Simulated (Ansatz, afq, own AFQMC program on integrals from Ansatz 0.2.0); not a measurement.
## Where AFQMC and coupled cluster stand for AlSiH, quintet

```yaml
atoms:
  - { symbol: Si, position_ang: [0.0000, -0.0360, 1.1654] }
  - { symbol: Al, position_ang: [0.0000, -0.0118, -1.2249] }
  - { symbol: H, position_ang: [0.0000, 1.3177, 0.3154] }
```

Connectivity, by distances: SiH–Al.

Basis 6-31G. Noble-gas cores (and the filled d shells of Ga–Kr and In–Xe) are frozen. Ansatz 0.2.0 and our own AFQMC program on the same integrals; the CISD trial comes from CCSD amplitudes, and released means the phaseless constraint is let go. Error bars are statistical, one sigma.

Determinant: UHF, the one that the program's search chose, which needn't be the lowest solution. The geometry is a PBE0/def2-TZVP stationary point of this or a neighbouring charge and spin state.

Full CI on the same integrals is exact in this basis and with this determinant's frozen core.

Cautions: another spin lies lower (by 3.65 eV).

The T1 diagnostic is 0.0299. The weight of the determinant in the CISD state is 0.920 and the ⟨S²⟩ of the determinant is 6.024. The size of the correlated space is 8 electrons in 18 orbitals.

Reference: full CI, correlation energy -1.657 eV. The released energy is read at 2.40 1/Eh (meV from the phaseless value at times in 1/Eh: -1.0 ± 0.8 at 0.24, -2.0 ± 0.7 at 0.51, -3.1 ± 1.1 at 0.99, -4.2 ± 0.5 at 1.62, -5.1 ± 1.2 at 2.40).

| level | E − E(reference) (kcal/mol) | share of correlation (%) |
| --- | --- | --- |
| HF | 38.20 | 0.00 |
| MP2 | 13.00 | 65.98 |
| CCSD | 1.69 | 95.59 |
| CCSD(T) | 0.64 | 98.32 |
| CCSDT | 0.06 | 99.84 |
| CCSDT(Q) | 0.01 | 99.96 |
| CCSDTQ | 0.00 | 100.00 |
| ph-AFQMC/CISD | 0.31 ± 0.02 | 99.20 |
| released AFQMC | 0.19 ± 0.03 | 99.50 |

CCSDT and higher add their correlation energy to the determinant of the CCSD(T) run, since their own runs factorise the integrals more tightly (a shift of under 2 meV). A walk keeps the symmetry of its determinant, which the program's search chose and which needn't be the lowest solution, so a lower state of the same spin and another symmetry isn't excluded. Released energies are given only where the last usable release times agree within the noise; a slower fall can still hide under it.
